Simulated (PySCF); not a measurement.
Published values to compare with (the computed states carry no symmetry labels, so the two lists aren't matched line by line):

```csv
state,E (eV),f,kind of transition,source
3B2(π→π*),2.82,,vertical absorption,[1]
3A1(π→π*),3.48,,vertical absorption,[1]
1B2(π→π*),4.23,,vertical absorption,[1]
1B2(π→π*),4.28,,vertical absorption,[2]
1A1(π→π*),4.36,,vertical absorption,[1]
1A2(n→π*),4.79,,vertical absorption,[1]
1B1(n/σ→π*),5.42,,vertical absorption,[1]
```

[1] computed, CC3/aug-cc-pVTZ, gas; Loos, Jacquemin, bicyclic systems (2021), arXiv:2109.13894
[2] computed, theoretical best estimate (aug-cc-pVQZ), gas; Loos, Comin, Blase, Jacquemin, intramolecular charge-transfer excitations (2021), arXiv:2103.02947

Species: BTD, C₆H₄N₂S.
Numbering: `[cH:1]1[cH:2][cH:3][c:4]2[n:5][s:6][n:7][c:8]2[cH:9]1` (hydrogens: H10 on C1; H11 on C2; H12 on C3; H13 on C9)

Computed with TDDFT CAM-B3LYP/def2-SVPD, vertical, gas phase, core orbitals frozen in the response in PySCF. Geometry: PBE0-D3(BJ)/def2-SVP; no solvent, vibrations or thermal averaging.

Computed singlets: 4.16 eV (f 0.055); 4.61 eV (f 0.240); 4.79 eV (f 0.000); 5.44 eV (f 0.000); 6.38 eV (f 0.367); 6.42 eV (f 0.017); 6.60 eV (f 0.003); 6.69 eV (f 0.000); 6.82 eV (f 0.003); 6.85 eV (f 0.000). Computed triplets (Tamm–Dancoff): 2.65, 3.27, 4.18, 4.39 eV.

Problem. How does the lowest computed singlet compare with the best estimate listed for the lowest singlet (vertical absorption)?

Solution. 4.16 eV against 4.23 eV for 1B2(π→π*) [1]: a difference of -0.07 eV. Geometry and basis of the two calculations needn't be the same.

Problem. How does the lowest computed triplet compare with the best estimate listed for the lowest triplet (vertical absorption)?

Solution. 2.65 eV against 2.82 eV for 3B2(π→π*) [1]: a difference of -0.17 eV. Geometry and basis of the two calculations needn't be the same.

All these states lie below the vertical ionisation energy of 9.00 eV (ΔSCF).
